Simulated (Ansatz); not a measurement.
Cost and result up the ladder for Si(NH2)2H2 (SiN₂H₆) (9 atoms). Total charge 0; singlet. Geometry: PBE-D4/def2-TZVP.

```xyz
9

Si    0.219   -0.267   -0.428
N    -0.181    1.410   -0.376
H    -1.137    1.710   -0.213
H     0.322    2.065   -0.968
N    -0.186   -0.957    1.101
H     0.254   -0.626    1.955
H    -0.429   -1.940    1.160
H     1.667   -0.260   -0.830
H    -0.528   -1.136   -1.400
```

Ansatz on 4 threads of Arm Neoverse V1 on a shared host. Times are rough, and most runs start from the orbitals of an earlier one. PBE0-D4/def2-TZVPD serves as the yardstick here, not as an exact answer. Differences are given only for rows in sets of like size (and for xTB, whose basis is part of the method), since another set adds its own error. Binding counts from free atoms at the same level (Si triplet, N quartet, H doublet; other spins of the atoms weren't run), without zero-point energy or a counterpoise term.

HSE06 is defined as in plane-wave codes, on full-range PBE exchange. Correlated methods freeze 7 core orbitals.

Correlated methods converge slowly with the basis.

```json
{"level": "LDA (SPW92)/def2-TZVP", "functions": "135", "wall time": "0.5 s", "binding energy per atom (eV)": "3.89", "difference from PBE0-D4/def2-TZVPD (eV)": "0.47"}
{"level": "PBE-D4/def2-SVP", "functions": "76", "wall time": "0.5 s", "binding energy per atom (eV)": "3.43", "difference from PBE0-D4/def2-TZVPD (eV)": "–"}
{"level": "PBE0-D4/def2-SVP", "functions": "76", "wall time": "0.55 s", "binding energy per atom (eV)": "3.37", "difference from PBE0-D4/def2-TZVPD (eV)": "–"}
{"level": "MP2/def2-TZVP", "functions": "135", "wall time": "0.65 s", "binding energy per atom (eV)": "3.29", "difference from PBE0-D4/def2-TZVPD (eV)": "-0.12"}
{"level": "PBE-D4/def2-TZVP", "functions": "135", "wall time": "0.85 s", "binding energy per atom (eV)": "3.47", "difference from PBE0-D4/def2-TZVPD (eV)": "0.05"}
{"level": "PBE0-D4/def2-TZVP", "functions": "135", "wall time": "1.1 s", "binding energy per atom (eV)": "3.41", "difference from PBE0-D4/def2-TZVPD (eV)": "-0.01"}
{"level": "HSE06-D4/def2-TZVP", "functions": "135", "wall time": "1.1 s", "binding energy per atom (eV)": "3.41", "difference from PBE0-D4/def2-TZVPD (eV)": "0.00"}
{"level": "BHLYP-D4/def2-TZVP", "functions": "135", "wall time": "1.1 s", "binding energy per atom (eV)": "3.36", "difference from PBE0-D4/def2-TZVPD (eV)": "-0.05"}
{"level": "PBE-D4/def2-TZVPD", "functions": "171", "wall time": "1.1 s", "binding energy per atom (eV)": "3.47", "difference from PBE0-D4/def2-TZVPD (eV)": "0.06"}
{"level": "PBE0-D4/def2-TZVPD", "functions": "171", "wall time": "1.5 s", "binding energy per atom (eV)": "3.41", "difference from PBE0-D4/def2-TZVPD (eV)": "0.00"}
{"level": "r2SCANh-D4/def2-TZVP", "functions": "135", "wall time": "2 s", "binding energy per atom (eV)": "3.39", "difference from PBE0-D4/def2-TZVPD (eV)": "-0.02"}
{"level": "r2SCAN-D4/def2-TZVP (with forces)", "functions": "135", "wall time": "2 s", "binding energy per atom (eV)": "3.41", "difference from PBE0-D4/def2-TZVPD (eV)": "0.00"}
{"level": "r2SCAN-D4/def2-TZVPD", "functions": "171", "wall time": "2.5 s", "binding energy per atom (eV)": "3.42", "difference from PBE0-D4/def2-TZVPD (eV)": "0.00"}
{"level": "CCSD(T)/def2-TZVPP", "functions": "188", "wall time": "24 s", "binding energy per atom (eV)": "3.34", "difference from PBE0-D4/def2-TZVPD (eV)": "-0.07"}
```
